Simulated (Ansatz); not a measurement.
in.yaml

```yaml
crystal:
  periodic: [false, false, false]
  atoms:
    - {symbol: W, position_ang: [0.000000, 0.000000, 0.000000]}
    - {symbol: H, position_ang: [0.000000, 0.000000, 2.297000]}
basis:
  gaussian: {orbitals: def2-TZVP}
magnetization: {spin_polarized: true, initial_magnetization: 3}
hamiltonian: {xc: {name: PBE0}}
output: {orbitals: {seedname: orbitals}}
```

```sh
$ ansatz run in.yaml --threads 1 --pin off --events-out ev --progress --plain --max-ram 4160MiB --backend cpu
```

Output:

```
444 factors; their error is unknown
mean field evaluation 1: about -1834.7195 eV, gradient 7.6e0 eV
mean field evaluation 2: about -1834.5909 eV, gradient 9.2e0 eV
mean field evaluation 4: about -1835.1940 eV, gradient 1.2e0 eV
mean field evaluation 8: about -1835.2974 eV, gradient 1.4e-1 eV
mean field evaluation 16: about -1835.3043 eV, gradient 4.4e-4 eV
mean field evaluation 32: about -1835.6202 eV, gradient 3.1e-3 eV
mean field evaluation 64: about -1835.5259 eV, gradient 1.4e0 eV
mean field -1835.62018508 eV, -67.4577975735 hartree, gradient 4.7e-6 eV, S^2 4.694730; 12 other end points of the search recorded, 0 dependent functions left out
reference -1835.62020870 eV, -67.4577984417 hartree; 9, 6 occupied and 37, 40 virtual orbitals, 444 factors
Total energy: -1835.62020870 eV, -67.4577984417 hartree
```

Ran on 1 thread of AMD EPYC 7R13, shared host: 4.6 s wall, 0.14 GiB peak host memory.
